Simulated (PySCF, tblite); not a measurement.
# C4H8NS radical: geometry, infrared bands and EPR parameters

What infrared bands and EPR parameters should C4H8NS radical (`CC[N]C(C)=S`) show?

Computed with tblite 0.8.0 and PySCF 2.14.0, with density-fitted response routines of our own, on a single molecule in the gas phase. Atoms are numbered from 0 throughout.

### 1 The molecule as given

14 atoms, charge 0, multiplicity 2; geometry from: force field or distance geometry start.

Bonds of the start (Å): C0–C1 1.49, C1–N2 1.43, N2–C3 1.42, C3–C4 1.49, C3–S5 1.64, C0–H6 1.10, C0–H7 1.13, C0–H8 1.11, C1–H9 1.14, C1–H10 1.12, C4–H11 1.12, C4–H12 1.10, C4–H13 1.11.

### 2 Optimising the geometry with GFN2-xTB

Job settings and geometry (Å):

```
{"job": {"kind": "relax", "xc": "GFN2-xTB", "basis": "xTB"}, "charge": 0, "multiplicity": 2}
C     -2.081500    -0.141000     0.129000
C     -0.911000    -0.805700     0.756300
N      0.140400     0.030500     1.235700
C      1.043700     0.813400     0.469700
C      2.352600     0.296200    -0.004800
S      0.587700     2.358700     0.140500
H     -1.931700     0.204000    -0.908500
H     -2.910600    -0.902300     0.197500
H     -2.435500     0.661400     0.815700
H     -1.352000    -1.314200     1.679800
H     -0.555500    -1.675500     0.141900
H      3.059800     1.149600    -0.188000
H      2.188900    -0.263100    -0.934700
H      2.804200    -0.412500     0.727700
```

On the command line:

```bash
OMP_NUM_THREADS=1 python probes_run.py task.json out
```

One launch serves the whole session: the jobs run in the order shown.

The log of the run:

```text
step      E/eV     max force
  0    -509.35982    3.872
  1    -509.78346    1.568
  2    -509.87425    1.254
  3    -509.95215    0.762
  4    -509.99717    0.582
  5    -510.02482    0.395
  6    -510.04225    0.320
  7    -510.05521    0.278
  8    -510.06305    0.266
  9    -510.06993    0.225
 10    -510.07644    0.192
 11    -510.08143    0.165
 12    -510.08441    0.152
 13    -510.08678    0.134
 14    -510.09039    0.171
 15    -510.09567    0.255
 16    -510.10134    0.243
 17    -510.10657    0.242
 18    -510.11345    0.270
 19    -510.12647    0.448
 20    -510.14360    0.757
 21    -510.17265    0.633
 22    -510.21240    0.655
 23    -510.27533    1.014
 24    -510.28933    0.794
 25    -510.32804    0.430
 26    -510.36817    0.768
 27    -510.40264    0.641
 28    -510.43625    0.403
 29    -510.45119    0.313
 30    -510.47220    0.304
 31    -510.48781    0.314
 32    -510.49559    0.394
 33    -510.50151    0.167
 34    -510.50453    0.165
 35    -510.50916    0.160
 36    -510.51323    0.239
 37    -510.51800    0.178
 38    -510.52117    0.162
 39    -510.52382    0.133
 40    -510.52648    0.181
 41    -510.52979    0.196
 42    -510.53335    0.158
 43    -510.53710    0.191
 44    -510.54132    0.169
 45    -510.54680    0.210
 46    -510.55341    0.254
 47    -510.55903    0.183
 48    -510.56236    0.132
 49    -510.56418    0.111
 50    -510.56564    0.097
 51    -510.56689    0.098
 52    -510.56780    0.072
 53    -510.56844    0.066
 54    -510.56904    0.062
 55    -510.56982    0.088
 56    -510.57074    0.086
 57    -510.57170    0.084
 58    -510.57259    0.087
 59    -510.57341    0.080
 60    -510.57438    0.105
 61    -510.57569    0.115
 62    -510.57749    0.147
 63    -510.57962    0.149
 64    -510.58186    0.110
 65    -510.58386    0.141
 66    -510.58620    0.163
 67    -510.58820    0.140
 68    -510.59072    0.107
 69    -510.59211    0.085
 70    -510.59329    0.080
 71    -510.59446    0.078
 72    -510.59517    0.080
 73    -510.59571    0.082
 74    -510.59634    0.059
 75    -510.59738    0.054
 76    -510.59811    0.078
 77    -510.59893    0.058
 78    -510.59935    0.043
 79    -510.59961    0.033
 80    -510.59981    0.034
 81    -510.60003    0.032
 82    -510.60029    0.044
 83    -510.60067    0.053
 84    -510.60129    0.061
 85    -510.60222    0.104
 86    -510.60335    0.118
 87    -510.60440    0.105
 88    -510.60560    0.077
 89    -510.60657    0.113
 90    -510.60750    0.097
 91    -510.60817    0.095
 92    -510.60887    0.073
 93    -510.60948    0.056
 94    -510.61014    0.100
 95    -510.61068    0.070
 96    -510.61109    0.046
 97    -510.61136    0.049
 98    -510.61162    0.050
 99    -510.61197    0.039
100    -510.61219    0.036
101    -510.61234    0.034
102    -510.61248    0.030
103    -510.61268    0.034
104    -510.61289    0.029
105    -510.61302    0.018
106    -510.61308    0.016
107    -510.61312    0.016
108    -510.61316    0.016
109    -510.61321    0.017
110    -510.61327    0.025
111    -510.61338    0.032
112    -510.61360    0.055
113    -510.61405    0.095
114    -510.61495    0.152
115    -510.61620    0.190
116    -510.61846    0.161
117    -510.62065    0.140
118    -510.61917    0.206
119    -510.62262    0.110
120    -510.62353    0.106
121    -510.62630    0.185
122    -510.62789    0.097
123    -510.63122    0.177
124    -510.63313    0.109
125    -510.63449    0.092
126    -510.63560    0.052
127    -510.63542    0.165
128    -510.63639    0.048
129    -510.63671    0.049
130    -510.63749    0.051
131    -510.63782    0.091
132    -510.63823    0.075
133    -510.63865    0.058
134    -510.63900    0.049
135    -510.63935    0.041
136    -510.63972    0.064
137    -510.64015    0.068
138    -510.64039    0.070
139    -510.64059    0.047
140    -510.64070    0.015
141    -510.64074    0.011
142    -510.64076    0.008
```

Wall time 2.5 s (1 thread of Intel Xeon at 2.50GHz, shared host).

The steps of the relaxation: (not every step is listed)

```tsv
step	energy from step 0 (eV)	largest force (eV/Å)
0	0.0000	3.8715
1	-0.4236	1.5678
2	-0.5144	1.2535
3	-0.5923	0.7624
4	-0.6373	0.5823
5	-0.6650	0.3954
6	-0.6824	0.3199
7	-0.6954	0.2781
8	-0.7032	0.2663
20	-0.7838	0.7565
32	-1.1358	0.3936
44	-1.1815	0.1687
56	-1.2109	0.0861
68	-1.2309	0.1070
80	-1.2400	0.0343
92	-1.2491	0.0726
104	-1.2531	0.0292
116	-1.2586	0.1611
128	-1.2766	0.0476
137	-1.2803	0.0680
138	-1.2806	0.0702
139	-1.2808	0.0475
140	-1.2809	0.0153
141	-1.2809	0.0112
142	-1.2809	0.0082
```

Distances of close pairs at the start and the end, largest changes first:

```tsv
bond	before (Å)	after (Å)	change (Å)
N2–C3	1.420	1.264	-0.155
C3–S5	1.644	1.733	+0.088
C1–H9	1.143	1.098	-0.045
C0–C1	1.485	1.528	+0.043
C0–H7	1.128	1.086	-0.041
C4–H11	1.123	1.089	-0.034
C1–H10	1.123	1.096	-0.027
C4–H13	1.115	1.089	-0.026
```

The next job starts from the end point, and lists it.

### 3 Vibrational analysis with GFN2-xTB

Job settings and geometry (Å):

```
{"job": {"kind": "ir", "xc": "GFN2-xTB", "basis": "xTB"}, "charge": 0, "multiplicity": 2}
C     -2.068637    -0.026476     0.048189
C     -1.026640    -0.943692     0.686084
N      0.304335    -0.667821     0.263547
C      1.009771     0.355748     0.493969
C      2.402904     0.438031    -0.026214
S      0.415452     1.708450     1.399439
H     -1.976192    -0.044097    -1.035060
H     -3.067549    -0.352426     0.324558
H     -1.918233     0.995797     0.393268
H     -1.102126    -0.885307     1.780091
H     -1.220055    -1.978852     0.383303
H      2.499414     1.296855    -0.688701
H      2.650039    -0.472111    -0.566289
H      3.096838     0.575430     0.801675
```

The log of the run:

```text
mode    cm-1     km/mol
  1      65.9      0.85
  2     109.8      2.07
  3     151.3      2.22
  4     176.8      8.90
  5     238.8      1.63
  6     307.0     11.01
  7     350.1      9.82
  8     425.1      6.43
  9     506.7     50.85
 10     627.6      4.65
 11     820.8      2.55
 12     889.9     47.27
 13     996.9     12.93
 14    1003.9     11.86
 15    1070.8      3.77
 16    1100.8     13.52
 17    1130.9     82.86
 18    1145.8     19.95
 19    1227.1     19.90
 20    1301.6      1.89
 21    1380.6     18.53
 22    1391.0      4.61
 23    1445.3      2.35
 24    1451.2     11.54
 25    1453.2      8.51
 26    1475.0      4.96
 27    1486.3      2.39
 28    1627.5     14.50
 29    2889.3     24.61
 30    2933.9     18.30
 31    3010.7     27.55
 32    3014.0      6.74
 33    3024.6      2.38
 34    3042.9     18.57
 35    3045.7     26.85
 36    3047.8      8.36
```

It took 0.72 s on 1 thread of Intel Xeon at 2.50GHz, shared host.

Which atoms move in the most intense modes:

```tsv
cm⁻¹	km/mol	atoms
507	50.9	N2 48 %, C1 12 %, S5 11 %
890	47.3	N2 16 %, H7 14 %, C1 13 %, H12 10 %
1131	82.9	C3 26 %, H12 14 %, C1 11 %
1146	19.9	C1 27 %, N2 22 %, C3 18 %
1227	19.9	H9 44 %, H10 32 %
2889	24.6	H9 88 %
3011	27.6	H8 92 %
3046	26.9	H7 92 %
```

### 4 g tensor and hyperfine couplings: B3LYP/pcH-1

Same as in step 3 but for these lines:

```diff
@@ -1,2 +1,2 @@
-{"job": {"kind": "ir", "xc": "GFN2-xTB", "basis": "xTB"}, "charge": 0, "multiplicity": 2}
+{"job": {"kind": "epr", "basis": "pcH-1"}, "charge": 0, "multiplicity": 2}
 C     -2.068637    -0.026476     0.048189
```

With the program's defaults for keys left out, this is: UKS B3LYP, pcH-1 on C H N S, non-relativistic, mean-field spin-orbit, GIAO.

The log of the run:

```text
UKS, coarse grid
  cycle   1  E = -610.11361934  |g| = 3.12e-01
  cycle   2  E = -610.05027667  |g| = 4.73e-01
  cycle   3  E = -610.12497502  |g| = 2.54e-01
  cycle   4  E = -610.15751829  |g| = 3.73e-02
  cycle   5  E = -610.15809212  |g| = 1.98e-02
  cycle   6  E = -610.15829216  |g| = 8.09e-03
  cycle   7  E = -610.15833376  |g| = 7.06e-03
  cycle   8  E = -610.15836534  |g| = 4.41e-03
  cycle   9  E = -610.15839333  |g| = 1.90e-03
  cycle  10  E = -610.15840285  |g| = 7.02e-04
UKS, final grid
  cycle   1  E = -610.15841407  |g| = 7.49e-04
  cycle   2  E = -610.15841549  |g| = 1.23e-03
  cycle   3  E = -610.15841651  |g| = 5.19e-04
  cycle   4  E = -610.15841718  |g| = 3.78e-04
  cycle   5  E = -610.15842188  |g| = 2.89e-04
  cycle   6  E = -610.15842349  |g| = 2.76e-04
  cycle   7  E = -610.15842438  |g| = 2.73e-04
  cycle   8  E = -610.15842484  |g| = 1.18e-04
  cycle   9  E = -610.15842490  |g| = 5.23e-05
  cycle  10  E = -610.15842490  |g| = 1.95e-05
E = -610.15842490 Eh   <S^2> = 0.7556 (exact 0.7500)
g shifts (ppm)      1          2          3
  rmc          -235       -235       -235
  gc              6         41         32
  oz_so       -1808      23557     215327
  total       -1934      23368     215238
hyperfine (MHz)  atom isotope    a_iso     a_fc   dipolar eigenvalues
    0   13C       1.94       1.94     -3.95     -2.05      6.01
    1   13C       7.64       7.64     -1.92      0.14      1.77
    2   14N       9.33       9.33    -11.60    -10.70     22.30
    3   13C     -21.42     -21.42     -8.25      0.48      7.77
    4   13C      -4.38      -4.38     -1.67     -0.81      2.48
    5   33S      13.22      13.22    -78.19    -74.99    153.18
    6    1H       0.45       0.45     -1.64     -1.31      2.95
    7    1H      -2.19      -2.19     -2.34     -1.12      3.45
    8    1H      13.02      13.02     -7.42     -3.12     10.54
    9    1H      -1.54      -1.54     -3.80     -0.50      4.29
   10    1H      20.80      20.80     -3.00     -1.94      4.93
   11    1H       0.04       0.04     -2.32     -1.64      3.95
   12    1H      14.91      14.91     -2.40     -0.19      2.58
   13    1H      -0.08      -0.08     -2.67     -1.67      4.34
```

Wall time 1.7 min (1 thread of Intel Xeon at 2.50GHz, shared host); peak memory 0.86 GiB.

Principal g values 2.00039, 2.02569, 2.21756; g(iso) = 2.08121, against 2.00232 for a free electron. They are not to be trusted: the run shows a large g shift, which the driver flags as unsure.

Hyperfine couplings; where a row names several nuclei, a(iso) is their mean (it holds for fast rotation or exchange) and the dipolar term the largest among them:

```tsv
nuclei	isotope	a(iso) (MHz)	a(iso) (G, at g = 2.0023)	largest dipolar term (MHz)
C3	13C	-21.4	-7.6	-8.3
S5	33S	13.2	4.7	153.2
H9, H10	1H	9.6	3.4	4.9
N2	14N	9.3	3.3	22.3
C1	13C	7.6	2.7	-1.9
H11, H12, H13	1H	5.0	1.8	4.3
C4	13C	-4.4	-1.6	2.5
H6, H7, H8	1H	3.8	1.3	10.5
C0	13C	1.9	0.7	6.0
```

Mulliken spin populations:

C0 0.03; C1 -0.01; N2 0.21; C3 -0.06; C4 0.00; S5 0.82; H6 0.00; H7 0.00; H8 0.00; H9 0.00; H10 0.01; H11 0.00; H12 0.00; H13 0.00

Orbitals, density, ELF and potential are computed afterwards from the orbital file.

ELF in a plane through or near 7 of the atoms.

Values, 10 rows by 14 columns:
```
0.00 0.00 0.00 0.00 0.00 0.00 0.00 0.00 0.00 0.00 0.00 0.00 0.00 0.00
0.00 0.00 0.00 0.00 0.03 0.37 0.48 0.22 0.01 0.00 0.00 0.00 0.00 0.00
0.00 0.00 0.00 0.00 0.24 0.86 0.92 0.72 0.02 0.37 0.03 0.00 0.00 0.00
0.00 0.00 0.02 0.03 0.04 0.72 0.66 0.64 0.47 0.98 0.14 0.07 0.00 0.00
0.00 0.01 0.29 0.60 0.28 0.55 0.80 0.09 0.27 0.69 0.80 0.97 0.19 0.00
0.00 0.02 0.81 0.97 0.60 0.75 0.85 0.71 0.28 0.68 0.66 0.94 0.15 0.00
0.00 0.00 0.08 0.27 0.34 0.06 0.80 0.71 0.52 0.80 0.03 0.01 0.00 0.00
0.00 0.00 0.00 0.06 0.06 0.02 0.55 0.10 0.89 0.99 0.32 0.00 0.00 0.00
0.00 0.00 0.00 0.00 0.00 0.00 0.00 0.00 0.27 0.55 0.02 0.00 0.00 0.00
0.00 0.00 0.00 0.00 0.00 0.00 0.00 0.00 0.00 0.00 0.00 0.00 0.00 0.00
```
The map spans 11.4 Å across and 8.6 Å up, centred on the molecule. Atoms in the plane (x, y in Å): C1 (1.2, -0.7), N2 (-0.2, -0.7), C3 (-1.1, 0.1), C4 (-2.5, -0.1), H7 (3.1, 0.3), H8 (1.7, 1.4), H10 (1.6, -1.7).

On the surface of density 0.002 e/bohr³ the electrostatic potential runs, from the 1st to the 99th percentile, from -1.14 V near N2 to 0.79 V near H13.

The spin density lies nearest to S5 65 %; N2 18 %.

### 5 Results

| quantity | value |
| --- | --- |
| strongest single infrared mode (GFN2-xTB) | 1131 cm⁻¹, 83 km/mol |
| zero-point energy (GFN2-xTB) | 70.6 kcal/mol |
| g(iso) (B3LYP) | 2.08121 |
| ⟨S²⟩ | 0.756 (exact 0.75) |
| largest a(iso) (averaged by class) | 13C on C3, -21.4 MHz |
| surface potential, 1st and 99th percentile | -1.14 V and 0.79 V |
| property runs in this session | 1, of which 0 failed and 1 gave unsound results |

What this shows: Over 142 steps the energy fell by 1.281 eV; of the close pairs, N2–C3 changed most, 1.420 to 1.264 Å. All 36 modes are real, so the xTB geometry is a minimum. The strongest single mode, at 1131 cm⁻¹, has its largest shares on C3, H12 and C1 (the list is cut at 3 atoms). GFN2-xTB is a fitted tight-binding method: band positions and strengths are rough. Its intensities can rank the bands wrongly. S5 carries the largest spin population, 0.82 e. The isotropic g lies 78.9 ppt above the free-electron value. These values are not to be trusted: the run shows a large g shift, which the driver flags as unsure.
